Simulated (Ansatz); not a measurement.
## How close CCSD(T) comes to the exact answer in a basis

Each species is computed at the geometry given (Å), with frozen cores, in Ansatz 0.2.0: RHF-CCSD(T) for singlets, UHF-CCSD(T) otherwise, and full CI in the same basis. The program picks the determinant by trial CCSD, so it needn't be the lowest Hartree–Fock solution. States: CH2 A1, BH3⁺ B2, HAlB A''. Cases whose determinant has another symmetry than full CI's state, or whose (Q) step broke down, weren't drawn.

Task: Judging by size, spin and bonding, rank them by the size of CCSD(T)'s error in total energy against full CI in the same basis, smallest first (an estimate).
A. HAlB, doublet, 6-31G: B 0.000 -0.139 1.516; Al 0.000 0.097 -0.547; H 0.000 -1.103 -1.608
B. CH2, singlet, cc-pVDZ: C 0.000 -0.115 0.000; H 0.000 0.685 -0.774; H 0.000 0.685 0.774
C. BH$_{3}$⁺, doublet, aug-cc-pVDZ: B 0.000 0.000 0.068; H 0.000 0.718 -0.987; H 0.000 0.000 1.242; H 0.000 -0.718 -0.987

Result: C (12.1 meV), B (22.8 meV), A (98.5 meV).

```
      species        basis  correlated electrons  CCSD(T) − full CI (meV)  CCSDT(Q) − full CI (meV)  unpaired electrons (full CI)     T1  ⟨S²⟩ of the determinant
BH3⁺, doublet  aug-cc-pVDZ                     5                     12.1                      -0.1                          1.02  0.010                     0.76
 CH2, singlet      cc-pVDZ                     6                     22.8                       0.9                          0.08  0.009                     0.00
HAlB, doublet        6-31G                     7                     98.5                       6.3                          1.55  0.072                     1.66
```

Unpaired electrons are Σ n²(2−n)² over natural occupations; an open shell counts its own unpaired electrons too. Frozen cores follow each run's orbitals, which moves totals by a few meV.
